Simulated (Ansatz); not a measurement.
**BH2O radical: how energies converge with the basis set**

The task here is to estimate one member of a computed series from the others.

The runs use Ansatz 0.2.0, Gaussian basis; one geometry, several basis sets.

The runs, in order: PBE0-D4/def2-SVP; ωB97M-V/def2-SVP; PBE0-D4/def2-QZVPP; ωB97M-V/def2-QZVPP; CCSD(T)/cc-pV(D+d)Z; CCSD(T)/cc-pV(T+d)Z; CCSD(T)/cc-pV(Q+d)Z; the functionals' def2-TZVPP values are taken from earlier runs.

## The relaxed structure

All runs share one geometry, relaxed beforehand with PBE0-D4 in a triple-zeta def2 set.

SMILES `[BH]O`, 4 atoms, charge 0, spin multiplicity 2.

Atoms are counted from 1 here; the program's logs count them from 0.

Bond lengths: B1–O2 1.333 Å, B1–H3 1.201 Å, O2–H4 0.961 Å. Angles: O2–B1–H3 121.0°, B1–O2–H4 114.6°.

The first run:

Contents of in.yaml:

```yaml
crystal:
  periodic: [false, false, false]
  atoms:
    - {symbol: B, position_ang: [-0.006126, -0.485480, 0.388298]}
    - {symbol: O, position_ang: [0.119701, 0.544474, -0.448616]}
    - {symbol: H, position_ang: [-1.064213, -1.032356, 0.540346]}
    - {symbol: H, position_ang: [1.006138, 0.913161, -0.500329]}
basis:
  gaussian: {orbitals: def2-SVP}
magnetization: {spin_polarized: true, initial_magnetization: 1}
hamiltonian: {xc: pbe0, dispersion: d4}
output: {orbitals: {seedname: orbitals}}
```

Steps of the session up to this table: PBE0-D4 in def2-SVP; ωB97M-V in def2-SVP; PBE0-D4 in def2-QZVPP; ωB97M-V in def2-QZVPP.

One table of the session follows, with a row left open; its other results are not shown here.

It belongs to the step «Density functionals: the series». 

```
functional       basis  HOMO (eV)
   PBE0-D4    def2-SVP          ?
   PBE0-D4  def2-TZVPP      -5.63
   PBE0-D4  def2-QZVPP      -5.64
   ωB97M-V    def2-SVP      -7.36
   ωB97M-V  def2-TZVPP      -7.53
   ωB97M-V  def2-QZVPP      -7.55
```

**Question.** Estimate the row for PBE0-D4, def2-SVP.

As computed: HOMO (eV): -5.51. In the column «HOMO (eV)» it is the highest.
